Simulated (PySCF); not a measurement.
Compound: C2H2ClN3.
Numbering: `[Cl:1][c:2]1[cH:3][n:4][n:5][nH:6]1` (hydrogens: H7 on C3; H8 on N6)

Cartesian coordinates in Å at the GFN2-xTB level; atoms count from 1:
```
atom  x, y, z in Å
Cl1    0.3007    2.3541    0.0537
C2     0.1391    0.6629    0.0080
C3     1.0446   -0.3695   -0.1213
N4     0.3494   -1.5206   -0.0940
N5    -0.8931   -1.2752    0.0390
N6    -1.0639    0.0415    0.1047
H7     2.1076   -0.3440   -0.2261
H8    -1.9753    0.4602    0.2113
```

Level of theory: TDDFT wB97X-D/def2-SVPD, vertical, gas phase, core orbitals frozen in the response in PySCF.

Transition dipole moments from the ground state, in atomic units and in the frame of the coordinates above (overall signs are arbitrary), for the states with f of 0.002 or more among the lowest 8:

| state | E (eV) | μx | μy | μz |
| --- | --- | --- | --- | --- |
| S1 | 5.679 | -0.022 | 0.009 | -0.228 |
| S2 | 6.601 | -0.202 | -1.091 | -0.021 |
| S4 | 7.107 | 0.017 | -0.006 | 0.164 |
| S5 | 7.343 | 0.039 | -0.337 | -0.017 |
| S8 | 7.747 | -0.105 | 0.095 | 0.014 |

Problem. Work out the oscillator strengths.

Solution. f = (2/3) ΔE |μ|² with ΔE in hartree (27.2114 eV).

```
state  |μ|² (au)  |μ| (D)      f
   S1      0.052     0.58  0.007
   S2      1.232     2.82  0.199
   S4      0.027     0.42  0.005
   S5      0.115     0.86  0.021
   S8      0.020     0.36  0.004
```

Problem. Label these states by symmetry in Cs.

Solution. The ground state is totally symmetric, so the direction of μ fixes the label. Polarised normal to the mirror plane, so A″: S1 and S4. Polarised in the mirror plane, so A′: S2, S5 and S8.

Problem. Which bond between heavy atoms lies closest to the direction of the S2 transition dipole?

Solution. Cl1–C2, at 5° from it; next N5–N6 at 18°.

Problem. What angle do the transition dipoles of S2 and S5 make?

Solution. |cos θ| = |μa·μb| / (|μa| |μb|) = 0.96, so θ ≈ 17° (taken between 0 and 90°, since the signs are arbitrary).

Problem. What peak molar absorption coefficient would the strongest computed level give as a lone Gaussian band 0.3 eV wide at half height?

Solution. ε(max) = 2.175×10⁸ f / FWHM, with the width in cm⁻¹. S2: 2.175×10⁸ × 0.1992 / 2420 ≈ 18000 L mol⁻¹ cm⁻¹.

The run took 12 s wall on an Arm Neoverse V2 with one thread, no GPU, on a shared host, and the process peaked at 0.60 GiB of memory.
